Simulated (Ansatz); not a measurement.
Reaction: C2H8N+ (SMILES CC[NH3+]) → C2H8N+ (SMILES C[NH2+]C)
Each species at its own B3LYP-D3(BJ)/def2-TZVP minimum (Ansatz, a quantum-chemistry and plane-wave program).

Total energies in hartree (Ansatz). UHF or UKS for unpaired electrons; spin-orbit terms are left out. Cores are frozen in correlated methods. No relativity.

```csv
species,HF/cc-pVTZ,CCSD(T)/cc-pVTZ,HF/cc-pVQZ,CCSD(T)/cc-pVQZ,CCSD(T)/cc-pVDZ,CCSDT(Q)/cc-pVDZ
1: C2H8N+ (SMILES CC[NH3+]),-134.67375,-135.30346,-134.68277,-135.34384,-135.15655,-135.15806
2: C2H8N+ (SMILES C[NH2+]C),-134.66917,-135.29773,-134.67816,-135.33788,-135.15119,-135.15270
```

Problem. Work out the isomerisation energy (electronic) in kJ/mol: take Hartree-Fock from cc-pVQZ, extrapolate the CCSD(T) correlation energy as X^-3 (X = 3, 4), and add CCSDT(Q) - CCSD(T) in cc-pVDZ. 1 hartree = 2625.5 kJ/mol.

Solution. 
Species 1: correlation (64·(-0.66107) - 27·(-0.62971))/37 = -0.68395; step -0.00151; E1 = -134.68277 + (-0.68395) + (-0.00151) = -135.36823
Species 2: correlation (64·(-0.65972) - 27·(-0.62856))/37 = -0.68246; step -0.00151; E2 = -134.67816 + (-0.68246) + (-0.00151) = -135.36213
-1·E1 +1·E2 = 0.00610 hartree = 16.0 kJ/mol.
